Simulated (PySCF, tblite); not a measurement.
**Complex of boron trifluoride and water**

A gas-phase complex of boron trifluoride and water; neutral, singlet. The structure comes from a short search (6 tight-binding starts) and was relaxed by PBE0-D3(BJ)/def2-SVPD; another way of binding may lie lower. Frequencies by PBE0-D3(BJ)/def2-SVPD show no clear imaginary mode.

Parts: 1 = boron trifluoride (FB(F)F), atoms 1–4; 2 = water (O), atoms 5–7.

Coordinates in Å:
```
F1      0.587    1.285   -0.638
B2     -0.116    0.533    0.250
F3      0.603   -0.279    1.041
F4     -1.302    0.043   -0.196
O5     -0.670    1.767    1.334
H6     -1.635    1.739    1.377
H7     -0.409    2.629    0.984
```

Contacts between parts, classed by geometry: B2···O5 1.733 Å (partial bond).

Deforming the relaxed parts to their shape here costs 14.5 kcal/mol, which the interaction energies leave out.

Interaction energies are complex less parts, with the parts frozen as they stand in it; counterpoise-corrected, in kcal/mol (PySCF). The CCSD(T) estimate is Hartree-Fock/aug-cc-pVQZ, plus the MP2 correlation part extrapolated as X⁻³ from aug-cc-pVTZ and aug-cc-pVQZ, plus CCSD(T) less MP2 in aug-cc-pVDZ; noble-gas cores are frozen. It isn't the exact limit.

```tsv
level	interaction	superposition error removed
Hartree-Fock/aug-cc-pVQZ	-23.19	-
wB97M-D3(BJ)/def2-TZVPD	-23.00	-0.27
PBE0-D3(BJ)/def2-TZVPD	-24.58	-0.27
MP2/aug-cc-pVQZ	-23.34	-0.87
```

What does CCSD(T) at its estimated basis limit give, and which of these levels comes nearest?

-24.10 kcal/mol. PBE0-D3(BJ)/def2-TZVPD is nearest, off by -0.48; the errors are Hartree-Fock/aug-cc-pVQZ +0.91, wB97M-D3(BJ)/def2-TZVPD +1.10, PBE0-D3(BJ)/def2-TZVPD -0.48, MP2/aug-cc-pVQZ +0.76.

What holds them together? Decompose the wB97M-D3(BJ)/def2-TZVPD energy: frozen parts, their antisymmetrised product, then relaxation.

electrostatic -61.5, Pauli repulsion +84.6, orbital relaxation -44.8, dispersion correction -1.6 kcal/mol, which sum to the value before the counterpoise correction; the Pauli term holds the exchange-correlation of the frozen density too. Of the attraction, 57 % is electrostatic, 42 % is orbital relaxation, 1 % is dispersion correction.

The parts were also relaxed and run alone, at the levels used for the complex: shieldings by PBE0/pcSseg-2; core levels by delta-SCF with SCAN, pcX-2 on the ionised atom and pcseg-1 elsewhere, spin-free X2C.

How do these values change when the complex forms?


```json
{"property": "shielding of B2 (ppm)", "alone": "88.9", "in the complex": "97.5", "change": "+8.6"}
{"property": "shielding of O5 (ppm)", "alone": "328.9", "in the complex": "260.9", "change": "-67.9"}
{"property": "F1 1s core level (eV)", "alone": "694.72", "in the complex": "692.95", "change": "-1.77"}
{"property": "B2 1s core level (eV)", "alone": "202.41", "in the complex": "200.83", "change": "-1.57"}
{"property": "O5 1s core level (eV)", "alone": "539.76", "in the complex": "542.55", "change": "+2.79"}
```

The 6 runs behind this took 16 min in all, one thread each of Arm Neoverse V2 on a shared host, launched as `OMP_NUM_THREADS=1 python cluster_run.py task.json out`.
